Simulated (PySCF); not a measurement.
Bonds (- single, = double, # triple, : aromatic): C1=C2 1.319 Å, C2-C3 1.498 Å, C3-N4 1.449 Å, N4-C5 1.439 Å, C5-C6 1.479 Å, C6-N4 1.440 Å. C1 carries H7, H8; C2 carries H9; C3 carries H10, H11; C5 carries H12, H13; C6 carries H14, H15. H7 is cis to C3; H8 is trans to C3.

Geometry: GFN2-xTB; GIAO absolute shieldings from PySCF, gas phase, non-relativistic, averaged over equivalent atoms.

At PBE0/cc-pVDZ (129 basis functions, 8.6 s wall time on 1 thread of an Arm Neoverse V2, shared host):
```
          atoms  σ (ppm)
             C2     59.8
             C1     84.2
             C3    133.2
          C5/C6    173.2
             N4    245.0
             H9    25.35
             H7    26.46
             H8    26.57
        H10/H11    28.84
H12/H13/H14/H15    30.60
```

Task: What do these become at PBE0/pcSseg-1?

Result: 
| atoms | σ at PBE0/pcSseg-1 | change |
| --- | --- | --- |
| C2 | 39.0 | -20.8 |
| C1 | 65.3 | -18.9 |
| C3 | 118.3 | -14.9 |
| C5/C6 | 160.3 | -12.9 |
| N4 | 236.6 | -8.4 |
| H9 | 25.19 | -0.16 |
| H7 | 26.38 | -0.08 |
| H8 | 26.41 | -0.16 |
| H10/H11 | 28.84 | +0.00 |
| H12/H13/H14/H15 | 30.47 | -0.13 |

The largest change is at C2 (alkene CH). Cost: 147 basis functions, 15 s wall time on 1 thread of an Arm Neoverse V2, shared host. The order of the carbon signals is the same at both levels.
